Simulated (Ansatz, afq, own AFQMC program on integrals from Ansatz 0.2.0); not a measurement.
AFQMC on a folder of integrals that Ansatz 0.2.0 wrote.

```yaml
crystal:
  periodic: [false, false, false]
  atoms:
    - {symbol: Al, position_ang: [0.000000, 0.000000, 1.845217]}
    - {symbol: C, position_ang: [0.000000, 0.000000, -0.099904]}
    - {symbol: Cl, position_ang: [0.000000, 0.000000, -1.745313]}
basis:
  gaussian: {orbitals: cc-pVDZ}
magnetization: {spin_polarized: true, initial_magnetization: 2}
correlation: {method: ccsd_t, electrons: outside_noble_gas, hamiltonian_folder: ham}
```

```sh
$ ansatz run in.yaml --threads 1 --pin off --events-out ev --progress --plain --max-ram 1843MiB
```

Options of the walk:

```
--method free --trial cisd --walkers 60 --time-step 0.03 --max-blocks 80 --target-error 0.00045 --factor-cut 1e-05 --seed 3976 --times 0,0.21,0.42,0.81,1.2,1.8,2.4,3 --taylor-order 8
```

Times are imaginary, in 1/Eh. The walk had a cap of 1812 s.

afq prints:

```
orbitals 39  electrons 8 6  factors 290 of 511
reference energy -739.19842766 Eh
CCSD correlation -0.30175610 Eh in 12 cycles, weight of the determinant in the CISD state 0.8330
repeat  energy at the last time / Eh  error
    10  -739.512263  0.003937
    20  -739.511286  0.002244
    30  -739.511163  0.001606
    40  -739.511853  0.001320
    50  -739.512254  0.001247
    60  -739.512184  0.001091
    70  -739.511178  0.001082
    80  -739.511793  0.001072
time / (1/Eh)  energy / Eh  error  mean overlap
  0.00  -739.499633  0.000243  1.2000
  0.21  -739.504534  0.000337  1.2009
  0.42  -739.507221  0.000381  1.2027
  0.81  -739.509101  0.000436  1.2176
  1.20  -739.509586  0.000424  1.2316
  1.80  -739.510751  0.000574  1.2233
  2.40  -739.510945  0.000760  1.2299
  3.00  -739.511793  0.001072  1.2125
energy -739.511793 +/- 0.001072 Eh
```

The run passed its tests (error under three times the target), which doesn't prove that it has relaxed.

Against this walk (error 29.2 meV) on the same determinant: CCSD(T) 59.2 meV higher, CCSDT(Q) 1.8 meV lower (within the noise). The error is statistical, and a free projection of finite length keeps a remainder of its start. The last points still move (meV from the last: 73 ± 12 at 0.81, 60 ± 12 at 1.20, 28 ± 16 at 1.80, 23 ± 21 at 2.40, 0 ± 29 at 3.00), but the last one has reached CCSDT(Q) within the noise or passed it, so little can be left to fall.

Cautions: remainder of the start not in the error; error above the target (29.2 against 12.2 meV); lower spins were not checked.

The walk took 6.2 min on 1 thread of Arm Neoverse V1, with other jobs on the host. The log's last line is the free-projection energy.

CCSDT and higher add their correlation energy to the determinant of the CCSD(T) run, since their own runs factorise the integrals more tightly (a shift of under 2 meV). A walk keeps the symmetry of its determinant, which the program's search chose and which needn't be the lowest solution, so a lower state of the same spin and another symmetry isn't excluded.
